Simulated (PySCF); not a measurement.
PySCF input (PBE0/aug-cc-pVDZ):

```python
import numpy as np, basis_set_exchange as bse
from pyscf import gto, scf, dft, df

basis = {'C': gto.basis.parse(bse.get_basis('aug-cc-pVDZ', elements=['C'], fmt='nwchem')), 'H': gto.basis.parse(bse.get_basis('aug-cc-pVDZ', elements=['H'], fmt='nwchem')), 'O': gto.basis.parse(bse.get_basis('aug-cc-pVDZ', elements=['O'], fmt='nwchem'))}
mol = gto.M(
    atom='''
    C    -0.93142677   -0.09091136    0.00145351
    O    -0.72481975   -1.27177619   -0.01909734
    O     0.00102861    0.86771547    0.01461126
    H    -1.92588670    0.37448781    0.01247871
    C     1.36673924    0.41140192    0.00254944
    H     1.97490570    1.31077974    0.01574845
    H     1.56756136   -0.20280897    0.87923757
    H     1.56187403   -0.17291625   -0.89559380
    ''',
    basis=basis,
    charge=0,
    verbose=4,
    max_memory=8640,
)
mf = dft.RKS(mol, xc='pbe0')
mf.grids.level = 3
mf = mf.density_fit(auxbasis=df.autoaux(mol))
mf.conv_tol = 1e-9
mf.max_cycle = 100
scf.hf.overlap_zero_eigenvalue_threshold = 1e-4
print('smallest overlap eigenvalue', np.linalg.eigvalsh(mol.intor('int1e_ovlp'))[0])
mf.kernel()
dip = mf.dip_moment()
```

Output:

```
PySCF version 2.14.0

[INPUT] verbose = 4
[INPUT] num. atoms = 8
[INPUT] num. electrons = 32
[INPUT] charge = 0
[INPUT] spin (= nelec alpha-beta = 2S) = 0
[INPUT] symmetry False subgroup None
[INPUT] Mole.unit = angstrom
[INPUT] Symbol           X                Y                Z      unit          X                Y                Z       unit  Magmom
[INPUT]  1 C     -0.931426770000  -0.090911360000   0.001453510000 AA   -1.760141500388  -0.171797572012   0.002746735819 Bohr   0.0
[INPUT]  2 O     -0.724819750000  -1.271776190000  -0.019097340000 AA   -1.369710817176  -2.403308690843  -0.036088742308 Bohr   0.0
[INPUT]  3 O      0.001028610000   0.867715470000   0.014611260000 AA    0.001943791189   1.639744592348   0.027611279735 Bohr   0.0
[INPUT]  4 H     -1.925886700000   0.374487810000   0.012478710000 AA   -3.639398409942   0.707679397888   0.023581344288 Bohr   0.0
[INPUT]  5 C      1.366739240000   0.411401920000   0.002549440000 AA    2.582762847296   0.777436955920   0.004817743371 Bohr   0.0
[INPUT]  6 H      1.974905700000   1.310779740000   0.015748450000 AA    3.732030894842   2.477014718229   0.029760257386 Bohr   0.0
[INPUT]  7 H      1.567561360000  -0.202808970000   0.879237570000 AA    2.962261653851  -0.383253408905   1.661518205728 Bohr   0.0
[INPUT]  8 H      1.561874030000  -0.172916250000  -0.895593800000 AA    2.951514157771  -0.326764354987  -1.692427000858 Bohr   0.0

nuclear repulsion = 122.313007140255
number of shells = 40
number of NR pGTOs = 184
number of NR cGTOs = 128
basis = {'C': [[0, [6665.0, 0.000692, -0.000146, 0.0], [1000.0, 0.005329, -0.001154, 0.0], [228.0, 0.027077, -0.005725, 0.0], [64.71, 0.101718, -0.023312, 0.0], [21.06, 0.27474, -0.063955, 0.0], [7.495, 0.448564, -0.149981, 0.0], [2.797, 0.285074, -0.127262, 0.0], [0.5215, 0.015204, 0.544529, 0.0], [0.1596, -0.003191, 0.580496, 1.0]], [0, [0.0469, 1.0]], [1, [9.439, 0.038109, 0.0], [2.002, 0.20948, 0.0], [0.5456, 0.508557, 0.0], [0.1517, 0.468842, 1.0]], [1, [0.04041, 1.0]], [2, [0.55, 1.0]], [2, [0.151, 1.0]]], 'H': [[0, [13.01, 0.019685, 0.0], [1.962, 0.137977, 0.0], [0.4446, 0.478148, 0.0], [0.122, 0.50124, 1.0]], [0, [0.02974, 1.0]], [1, [0.727, 1.0]], [1, [0.141, 1.0]]], 'O': [[0, [11720.0, 0.00071, -0.00016, 0.0], [1759.0, 0.00547, -0.001263, 0.0], [400.8, 0.027837, -0.006267, 0.0], [113.7, 0.1048, -0.025716, 0.0], [37.03, 0.283062, -0.070924, 0.0], [13.27, 0.448719, -0.165411, 0.0], [5.025, 0.270952, -0.116955, 0.0], [1.013, 0.015458, 0.557368, 0.0], [0.3023, -0.002585, 0.572759, 1.0]], [0, [0.07896, 1.0]], [1, [17.7, 0.043018, 0.0], [3.854, 0.228913, 0.0], [1.046, 0.508728, 0.0], [0.2753, 0.460531, 1.0]], [1, [0.06856, 1.0]], [2, [1.185, 1.0]], [2, [0.332, 1.0]]]}
ecp = {}
ETB for H: l = 0, exps = 0.05948 * 1.8^n , n = 0..11
ETB for H: l = 1, exps = 0.17073999999999998 * 2^n , n = 0..4
ETB for H: l = 2, exps = 0.282 * 2.2^n , n = 0..3
ETB for C: l = 0, exps = 0.08082 * 1.8^n , n = 0..15
ETB for C: l = 1, exps = 0.08082 * 1.8^n , n = 0..12
ETB for C: l = 2, exps = 0.08082 * 1.8^n , n = 0..11
ETB for C: l = 3, exps = 0.19141 * 2.2^n , n = 0..3
ETB for O: l = 0, exps = 0.13712 * 1.8^n , n = 0..15
ETB for O: l = 1, exps = 0.13712 * 1.8^n , n = 0..12
ETB for O: l = 2, exps = 0.13712 * 1.8^n , n = 0..11
ETB for O: l = 3, exps = 0.40056 * 2.2^n , n = 0..3
smallest overlap eigenvalue 0.00034108605154202764

******** <class 'pyscf.df.df_jk.DFRKS'> ********
method = DFRKS
initial guess = minao
damping factor = 0
level_shift factor = 0
DIIS = <class 'pyscf.scf.diis.CDIIS'>
diis_start_cycle = 1
diis_space = 8
diis_damp = 0
SCF conv_tol = 1e-09
SCF conv_tol_grad = None
SCF max_cycles = 100
direct_scf = False
XC library pyscf.dft.libxc version 7.1.2
    S. Lehtola, C. Steigemann, M. J. T. Oliveira, and M. A. L. Marques,  SoftwareX 7, 1–5 (2018)
XC functionals = pbe0
    C. Adamo and V. Barone,  J. Chem. Phys. 110, 6158 (1999)
    M. Ernzerhof and G. E. Scuseria,  J. Chem. Phys. 110, 5029 (1999)
radial grids:
    Treutler-Ahlrichs [JCP 102, 346 (1995); DOI:10.1063/1.469408] (M4) radial grids

becke partition: Becke, JCP 88, 2547 (1988); DOI:10.1063/1.454033
pruning grids: <function nwchem_prune>
grids dens level: 3
symmetrized grids: False
atomic radii adjust function: <function treutler_atomic_radii_adjust>
small_rho_cutoff = 0
Set gradient conv threshold to 3.16228e-05
Initial guess from minao.
tot grids = 95632
******** <class 'pyscf.df.df.DF'> ********
auxbasis = {'H': [[0, [np.float64(38.2268503151272), 1]], [0, [np.float64(21.237139063959557), 1]], [0, [np.float64(11.798410591088642), 1]], [0, [np.float64(6.554672550604801), 1]], [0, [np.float64(3.6414847503360006), 1]], [0, [np.float64(2.0230470835200003), 1]], [0, [np.float64(1.1239150464), 1]], [0, [np.float64(0.624397248), 1]], [0, [np.float64(0.34688736000000003), 1]], [0, [np.float64(0.1927152), 1]], [0, [np.float64(0.10706399999999999), 1]], [0, [np.float64(0.05948), 1]], [1, [np.float64(2.7318399999999996), 1]], [1, [np.float64(1.3659199999999998), 1]], [1, [np.float64(0.6829599999999999), 1]], [1, [np.float64(0.34147999999999995), 1]], [1, [np.float64(0.17073999999999998), 1]], [2, [np.float64(3.0027360000000005), 1]], [2, [np.float64(1.36488), 1]], [2, [np.float64(0.6204), 1]], [2, [np.float64(0.282), 1]]], 'C': [[0, [np.float64(545.2634946237084), 1]], [0, [np.float64(302.924163679838), 1]], [0, [np.float64(168.29120204435443), 1]], [0, [np.float64(93.49511224686358), 1]], [0, [np.float64(51.94172902603531), 1]], [0, [np.float64(28.856516125575176), 1]], [0, [np.float64(16.031397847541765), 1]], [0, [np.float64(8.906332137523203), 1]], [0, [np.float64(4.947962298624001), 1]], [0, [np.float64(2.7488679436800005), 1]], [0, [np.float64(1.5271488576000003), 1]], [0, [np.float64(0.848416032), 1]], [0, [np.float64(0.4713422400000001), 1]], [0, [np.float64(0.2618568), 1]], [0, [np.float64(0.14547600000000002), 1]], [0, [np.float64(0.08082), 1]], [1, [np.float64(93.49511224686358), 1]], [1, [np.float64(51.94172902603531), 1]], [1, [np.float64(28.856516125575176), 1]], [1, [np.float64(16.031397847541765), 1]], [1, [np.float64(8.906332137523203), 1]], [1, [np.float64(4.947962298624001), 1]], [1, [np.float64(2.7488679436800005), 1]], [1, [np.float64(1.5271488576000003), 1]], [1, [np.float64(0.848416032), 1]], [1, [np.float64(0.4713422400000001), 1]], [1, [np.float64(0.2618568), 1]], [1, [np.float64(0.14547600000000002), 1]], [1, [np.float64(0.08082), 1]], [2, [np.float64(51.94172902603531), 1]], [2, [np.float64(28.856516125575176), 1]], [2, [np.float64(16.031397847541765), 1]], [2, [np.float64(8.906332137523203), 1]], [2, [np.float64(4.947962298624001), 1]], [2, [np.float64(2.7488679436800005), 1]], [2, [np.float64(1.5271488576000003), 1]], [2, [np.float64(0.848416032), 1]], [2, [np.float64(0.4713422400000001), 1]], [2, [np.float64(0.2618568), 1]], [2, [np.float64(0.14547600000000002), 1]], [2, [np.float64(0.08082), 1]], [3, [np.float64(2.0381336800000005), 1]], [3, [np.float64(0.9264244000000001), 1]], [3, [np.float64(0.42110200000000003), 1]], [3, [np.float64(0.19141), 1]]], 'O': [[0, [np.float64(925.0993613313893), 1]], [0, [np.float64(513.9440896285497), 1]], [0, [np.float64(285.52449423808315), 1]], [0, [np.float64(158.62471902115732), 1]], [0, [np.float64(88.12484390064293), 1]], [0, [np.float64(48.9582466114683), 1]], [0, [np.float64(27.199025895260164), 1]], [0, [np.float64(15.110569941811203), 1]], [0, [np.float64(8.394761078784), 1]], [0, [np.float64(4.663756154880001), 1]], [0, [np.float64(2.5909756416), 1]], [0, [np.float64(1.439430912), 1]], [0, [np.float64(0.79968384), 1]], [0, [np.float64(0.4442688), 1]], [0, [np.float64(0.24681599999999998), 1]], [0, [np.float64(0.13712), 1]], [1, [np.float64(158.62471902115732), 1]], [1, [np.float64(88.12484390064293), 1]], [1, [np.float64(48.9582466114683), 1]], [1, [np.float64(27.199025895260164), 1]], [1, [np.float64(15.110569941811203), 1]], [1, [np.float64(8.394761078784), 1]], [1, [np.float64(4.663756154880001), 1]], [1, [np.float64(2.5909756416), 1]], [1, [np.float64(1.439430912), 1]], [1, [np.float64(0.79968384), 1]], [1, [np.float64(0.4442688), 1]], [1, [np.float64(0.24681599999999998), 1]], [1, [np.float64(0.13712), 1]], [2, [np.float64(88.12484390064293), 1]], [2, [np.float64(48.9582466114683), 1]], [2, [np.float64(27.199025895260164), 1]], [2, [np.float64(15.110569941811203), 1]], [2, [np.float64(8.394761078784), 1]], [2, [np.float64(4.663756154880001), 1]], [2, [np.float64(2.5909756416), 1]], [2, [np.float64(1.439430912), 1]], [2, [np.float64(0.79968384), 1]], [2, [np.float64(0.4442688), 1]], [2, [np.float64(0.24681599999999998), 1]], [2, [np.float64(0.13712), 1]], [3, [np.float64(4.265162880000002), 1]], [3, [np.float64(1.9387104000000004), 1]], [3, [np.float64(0.8812320000000001), 1]], [3, [np.float64(0.40056), 1]]]}
init E= -229.309787217
  HOMO = -0.376793339852539  LUMO = -0.0693491882705315  gap/eV = 8.36598
cycle= 1 E= -228.718927522164  delta_E= 0.591  |g|= 0.795  |ddm|= 5.51
  HOMO = -0.167053401537279  LUMO = -0.000274582057076866  gap/eV = 4.53828
cycle= 2 E= -228.398452122284  delta_E= 0.32  |g|= 1.51  |ddm|= 2.37
  HOMO = -0.310942213470192  LUMO = -0.00308209133247317  gap/eV = 8.37730
cycle= 3 E= -228.831837413963  delta_E= -0.433  |g|= 0.228  |ddm|= 1.61
  HOMO = -0.304222233174568  LUMO = -0.0051304150329079  gap/eV = 8.13870
cycle= 4 E= -228.840768406788  delta_E= -0.00893  |g|= 0.0796  |ddm|= 0.299
  HOMO = -0.307596985411464  LUMO = -0.00546764944638811  gap/eV = 8.22136
cycle= 5 E= -228.841912883514  delta_E= -0.00114  |g|= 0.00851  |ddm|= 0.0867
  HOMO = -0.306961075604422  LUMO = -0.00389828959709648  gap/eV = 8.24676
cycle= 6 E= -228.841928426432  delta_E= -1.55e-05  |g|= 0.00223  |ddm|= 0.018
  HOMO = -0.307435519320554  LUMO = -0.00422047622238697  gap/eV = 8.25090
cycle= 7 E= -228.841929448152  delta_E= -1.02e-06  |g|= 0.000618  |ddm|= 0.00365
  HOMO = -0.307444298969394  LUMO = -0.0041809046555028  gap/eV = 8.25222
cycle= 8 E= -228.841929534227  delta_E= -8.61e-08  |g|= 0.000109  |ddm|= 0.000975
  HOMO = -0.30744818347571  LUMO = -0.00417918420242192  gap/eV = 8.25237
cycle= 9 E= -228.841929536922  delta_E= -2.69e-09  |g|= 4.07e-05  |ddm|= 0.00022
  HOMO = -0.307454117234733  LUMO = -0.00418446612519974  gap/eV = 8.25239
cycle= 10 E= -228.841929537321  delta_E= -3.99e-10  |g|= 9.38e-06  |ddm|= 8.01e-05
  HOMO = -0.307452429231936  LUMO = -0.00418226324768511  gap/eV = 8.25240
Extra cycle  E= -228.84192953732  delta_E= 2.84e-13  |g|= 1.05e-05  |ddm|= 2.94e-05
converged SCF energy = -228.84192953732
Dipole moment(X, Y, Z, Debye):  0.96998,  1.68783,  0.02532
```
